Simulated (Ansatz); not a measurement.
singlet MgO: levels of theory in one basis

```yaml
atoms:
  - { symbol: Mg, position_ang: [0.0000, 0.0000, 0.0000] }
  - { symbol: O, position_ang: [0.0000, 0.0000, 2.0600] }
```

Basis set: def2-SVP (spherical functions). Frozen core: 2 orbitals. Charge 0, multiplicity 1.

Computed with Ansatz (development build ahead of 0.2.0); each method stands on the lowest determinant of its kind that the runs found.

```json
{"method": "RHF", "E − E(RHF) (eV)": "0.00", "<S²> of the determinant": "0.00"}
{"method": "UHF", "E − E(RHF) (eV)": "-2.95", "<S²> of the determinant": "1.01"}
{"method": "RHF-MP2", "E − E(RHF) (eV)": "-6.83", "<S²> of the determinant": "–"}
```

(1) What does UHF-MP2 give on the same scale?

(2) Is a single determinant a sound starting point here?

Results:

(1) -7.39 eV.

(2) It is doubtful. Unrestricted orbitals lower Hartree–Fock by 2.95 eV and <S²> is 1.01 where a pure state has 0.00, a sign of strong static correlation.

Caution for RHF, RHF-MP2: an unrestricted determinant lies well below. Caution for UHF, UHF-MP2: the unrestricted determinant is a mixture of spin states. Caution for RHF-MP2, UHF-MP2: bonds are stretched, where a single reference can fail. Caution for RHF-MP2: other determinants can give a lower correlated total.
